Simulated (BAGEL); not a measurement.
# triplet C3H3NS: levels of theory compared

Wanted: a comparison of 3 runs (UHF/3-21G, ROHF/6-31G*, UHF/6-31G*) of triplet C3H3NS. 

The results are computed with BAGEL 1.2.2.

1 further run of the same task is left out (set aside as unsound or not needed).

### 1 The structure to begin with

C3H3NS has 8 atoms, charge 0, and is taken as a triplet. SMILES of the parent species: `[C-]#[N+]C(C)=S`. The coordinates come from a GFN2-xTB relaxation. That shape belongs to the parent species and isn't relaxed for this state.

Bond lengths: C1–N2 1.172 Å, N2–C3 1.346 Å, C3–C4 1.491 Å, C3–S5 1.631 Å, C4–H6 1.090 Å, C4–H7 1.088 Å, C4–H8 1.090 Å. Angles: C1–N2–C3 178.0°, N2–C3–C4 116.2°, N2–C3–S5 119.8°, C4–C3–S5 124.0°, C3–C4–H6 109.5°, C3–C4–H7 111.5°, C3–C4–H8 109.5°, H6–C4–H7 109.5°, H6–C4–H8 107.2°, H7–C4–H8 109.5°.

### 2 A single-point energy at UHF/3-21G (density fitting with qzvpp-jkfit) (run 1)

File calc.json:

```json
{ "bagel": [

{
  "title": "molecule",
  "basis": "3-21g",
  "df_basis": "qzvpp-jkfit",
  "angstrom": true,
  "geometry": [
    { "atom": "C", "xyz": [    2.334780,   -0.975430,    0.661500 ] },
    { "atom": "N", "xyz": [    1.425730,   -0.346560,    0.273370 ] },
    { "atom": "C", "xyz": [    0.411270,    0.412520,   -0.180080 ] },
    { "atom": "C", "xyz": [   -0.960130,   -0.141470,    0.004500 ] },
    { "atom": "S", "xyz": [    0.727030,    1.848570,   -0.886130 ] },
    { "atom": "H", "xyz": [   -1.557580,    0.554370,    0.592630 ] },
    { "atom": "H", "xyz": [   -0.935880,   -1.109720,    0.500380 ] },
    { "atom": "H", "xyz": [   -1.445210,   -0.242280,   -0.966170 ] }
  ]
},
{ "title": "uhf", "nopen": 2 },
{ "title": "print", "file": "orbitals.molden", "orbitals": true }

]}
```

On the command line:

```sh
BAGEL_NUM_THREADS=1 BAGEL calc.json > calc.out
```

The program printed:

```text
* using 1 threads per process

  ===============================================================
  ===============================================================

  *** Geometry ***

  { "atom" : "C", "xyz" : [      4.412095,     -1.843296,      1.250054 ] },
  { "atom" : "N", "xyz" : [      2.694239,     -0.654903,      0.516594 ] },
  { "atom" : "C", "xyz" : [      0.777188,      0.779550,     -0.340302 ] },
[... 4 lines of this table left out ...]
  { "atom" : "H", "xyz" : [     -2.731051,     -0.457843,     -1.825797 ] },

  Number of auxiliary basis functions:      484

  Since a DF basis is specified, we compute 2- and 3-index integrals:
    o Being stored without compression. Storage requirement is 0.012 GB

  Number of basis functions:       55
  Number of electrons      :       44

    * METHOD: MOLECULE                             0.36

  *** Open-shell HF ***

  === Nuclear Repulsion ===
   185.6170803017

      * DIIS with orbital gradients will be used.

  === UHF iteration (3-21g) ===
      0       -564.19939262          0.02887959           0.15
      1       -564.28681835          0.01216416           0.14
      2       -564.30258934          0.00596682           0.13
[... 25 lines of this table left out ...]
     28       -564.30885605          0.00000001           0.15
    * SCF iteration converged.

    * S^2 (UHF) is 2.0628

    * Permanent dipole moment:
           (    1.154786,    -0.335121,     0.251660) a.u.

    * METHOD: UHF                                  4.43

    * METHOD: PRINT                                0.01

  ===============================================================
```

It took 5.4 s on 1 thread of Intel Xeon at 2.50GHz (Skylake/Cascade Lake), shared host.

### 3 The energy at ROHF/6-31G(d) (density fitting with qzvpp-jkfit, spherical functions) (run 2)

Edit calc.json of step 2 so:

```diff
@@ -4,3 +4,3 @@
   "title": "molecule",
-  "basis": "3-21g",
+  "basis": "6-31gs.json",
   "df_basis": "qzvpp-jkfit",
@@ -18,4 +18,11 @@
 },
-{ "title": "uhf", "nopen": 2 },
-{ "title": "print", "file": "orbitals.molden", "orbitals": true }
+{
+  "title": "rohf",
+  "nopen": 2
+},
+{
+  "title": "print",
+  "file": "orbitals.molden",
+  "orbitals": true
+}
```

The basis set 6-31G* is read from a file made from the Basis Set Exchange's data (not shown).

On the command line:

```sh
BAGEL_NUM_THREADS=1 BAGEL calc.json > calc.out
```

The program printed:

```text
* using 1 threads per process

  ===============================================================
  ===============================================================

  *** Geometry ***

  { "atom" : "C", "xyz" : [      4.412095,     -1.843296,      1.250054 ] },
  { "atom" : "N", "xyz" : [      2.694239,     -0.654903,      0.516594 ] },
  { "atom" : "C", "xyz" : [      0.777188,      0.779550,     -0.340302 ] },
[... 4 lines of this table left out ...]
  { "atom" : "H", "xyz" : [     -2.731051,     -0.457843,     -1.825797 ] },

  Number of auxiliary basis functions:      484

  Since a DF basis is specified, we compute 2- and 3-index integrals:
    o Being stored without compression. Storage requirement is 0.025 GB

  Number of basis functions:       80
  Number of electrons      :       44

    * METHOD: MOLECULE                             0.64

  *** Open-shell HF ***

  === Nuclear Repulsion ===
   185.6170803017

      * DIIS with orbital gradients will be used.

  === ROHF iteration (6-31gs.json) ===
      0       -567.03192703          0.02897113           0.24
      1       -567.15066836          0.01750324           0.25
      2       -567.17692131          0.01143993           0.23
[... 21 lines of this table left out ...]
     24       -567.19449711          0.00000001           0.21
    * SCF iteration converged.

    * S^2 (ROHF) is 2.0000

    * Permanent dipole moment:
           (    1.073962,    -0.357249,     0.257072) a.u.

    * METHOD: ROHF                                 6.16

    * METHOD: PRINT                                0.01

  ===============================================================
```

Wall time 7.5 s (1 thread of Intel Xeon at 2.50GHz (Skylake/Cascade Lake), shared host).

### 4 The energy at UHF/6-31G(d) (density fitting with qzvpp-jkfit, spherical functions) (run 3)

File input.json:

```json
{ "bagel": [

{
  "title": "molecule",
  "basis": "6-31gs.json",
  "df_basis": "qzvpp-jkfit",
  "angstrom": true,
  "geometry": [
    { "atom": "C", "xyz": [    2.334780,   -0.975430,    0.661500 ] },
    { "atom": "N", "xyz": [    1.425730,   -0.346560,    0.273370 ] },
    { "atom": "C", "xyz": [    0.411270,    0.412520,   -0.180080 ] },
    { "atom": "C", "xyz": [   -0.960130,   -0.141470,    0.004500 ] },
    { "atom": "S", "xyz": [    0.727030,    1.848570,   -0.886130 ] },
    { "atom": "H", "xyz": [   -1.557580,    0.554370,    0.592630 ] },
    { "atom": "H", "xyz": [   -0.935880,   -1.109720,    0.500380 ] },
    { "atom": "H", "xyz": [   -1.445210,   -0.242280,   -0.966170 ] }
  ]
},
{
  "title": "uhf",
  "nopen": 2
},
{
  "title": "print",
  "file": "orbitals.molden",
  "orbitals": true
}

]}
```

The basis set 6-31G* is read from a file made from the Basis Set Exchange's data (not shown).

On the command line:

```sh
BAGEL_NUM_THREADS=1 BAGEL input.json > input.out
```

The program printed:

```text
* using 1 threads per process

  ===============================================================
  ===============================================================

  *** Geometry ***

  { "atom" : "C", "xyz" : [      4.412095,     -1.843296,      1.250054 ] },
  { "atom" : "N", "xyz" : [      2.694239,     -0.654903,      0.516594 ] },
  { "atom" : "C", "xyz" : [      0.777188,      0.779550,     -0.340302 ] },
[... 4 lines of this table left out ...]
  { "atom" : "H", "xyz" : [     -2.731051,     -0.457843,     -1.825797 ] },

  Number of auxiliary basis functions:      484

  Since a DF basis is specified, we compute 2- and 3-index integrals:
    o Being stored without compression. Storage requirement is 0.025 GB

  Number of basis functions:       80
  Number of electrons      :       44

    * METHOD: MOLECULE                             0.63

  *** Open-shell HF ***

  === Nuclear Repulsion ===
   185.6170803017

      * DIIS with orbital gradients will be used.

  === UHF iteration (6-31gs.json) ===
      0       -567.03192703          0.02897113           0.22
      1       -567.16018058          0.01741976           0.22
      2       -567.18867223          0.01134629           0.22
[... 26 lines of this table left out ...]
     29       -567.20679177          0.00000001           0.20
    * SCF iteration converged.

    * S^2 (UHF) is 2.0724

    * Permanent dipole moment:
           (    1.130010,    -0.396089,     0.281051) a.u.

    * METHOD: UHF                                  6.40

    * METHOD: PRINT                                0.01

  ===============================================================
```

Run time: 7.8 s. Hardware: 1 thread of Intel Xeon at 2.50GHz (Skylake/Cascade Lake), shared host.

### 5 All runs side by side

| run | level | energy (Eh) | dipole moment (D) | ⟨S²⟩ | wall time |
| --- | --- | --- | --- | --- | --- |
| 1 | UHF/3-21G (density fitting with qzvpp-jkfit) | -564.308856 | 3.12 | 2.063 | 5.4 s |
| 2 | ROHF/6-31G* (density fitting with qzvpp-jkfit, spherical functions) | -567.194497 | 2.95 | 2.000 | 7.5 s |
| 3 | UHF/6-31G* (density fitting with qzvpp-jkfit, spherical functions) | -567.206792 | 3.13 | 2.072 | 7.8 s |

### 6 Outcome

| quantity | value |
| --- | --- |
| run 3: total energy | -567.20679 Eh |
| run 3: dipole moment | 3.13 D |
| run 3: ⟨S²⟩ | 2.072 |

What this shows: The dipole moment (its size) runs from 2.95 D (ROHF/6-31G*) to 3.13 D (UHF/6-31G*). All runs together took 21 s, the longest 7.8 s.
